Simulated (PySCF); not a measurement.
CHF3, optimised at B3LYP/6-31G*:

```xyz
5

C     -0.0238     0.0129    -0.0111
F     -0.0065     0.5325    -1.2482
F     -0.0128    -1.3253    -0.1095
F      1.0873     0.4033     0.6320
H     -0.9129     0.3470     0.5291
```

Method: PySCF energies (xtb for GFN2) plus ideal-gas RRHO corrections (1 bar). 6-31G* has spherical d functions here. All species are closed-shell singlets. B3LYP is the form with VWN-RPA correlation.

Problem. List the harmonic frequencies (cm⁻¹, unscaled) at this level and at the other levels, each on its own geometry.

Solution. 
- B3LYP/6-31G*: 498, 498, 693, 1150, 1183, 1183, 1430, 1430, 3150
- GFN2-xTB: 450, 450, 618, 1055, 1089, 1089, 1244, 1244, 2896
- HF/6-31G*: 551, 551, 760, 1260, 1327, 1327, 1582, 1582, 3411
- PBE/def2-SVP: 493, 494, 684, 1119, 1140, 1140, 1354, 1354, 3016
- PBE0/def2-TZVP: 510, 510, 707, 1159, 1180, 1180, 1397, 1397, 3131
